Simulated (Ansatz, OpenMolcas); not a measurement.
## AlO (oxoaluminum): the energy, rung by rung

AlO has 2 atoms, charge 0, and is taken as a doublet. SMILES: `[O]=[Al]`. The shape comes from GFN2-xTB, which is rough for such elements, and wasn't checked as a minimum.

```xyz
2

O     0.0000    0.0000    0.0000
Al    0.0000    0.0000    1.5700
```

Each level gives the energy change with the O1–Al2 bond stretched from 1.570 to 2.430 Å (eV). The values are calculated.

| level | kind | program | value (eV) |
| --- | --- | --- | --- |
| UHF/6-31G | Hartree–Fock | Ansatz | 0.41 |
| U-revPBE/6-31G | GGA | Ansatz | 1.28 |
| U-r2SCAN/6-31G | meta-GGA | Ansatz | 1.45 |
| UB3LYP/6-31G | global hybrid | Ansatz | 1.20 |
| UPBE0/6-31G | global hybrid | Ansatz | 1.21 |
| UHSE06/6-31G | range-separated hybrid | Ansatz | 1.21 |
| UB2PLYP/6-31G | double hybrid | Ansatz | 1.26 |
| UMP2/6-31G | perturbation theory | Ansatz | 0.39 |
| UBCCD(T)/6-31G | coupled cluster or CI | Ansatz | 1.15 |
| FCI/STO-3G | exact in the basis | OpenMolcas | 2.83 |

The first shape isn't each level's own minimum. The values span 0.39 to 2.83 eV. Spin contamination of the reference (⟨S²⟩ at least 0.1 too high) touches UHF/6-31G, UMP2/6-31G, UBCCD(T)/6-31G. All rows use very small basis sets, so none should be taken for the real molecule's value.
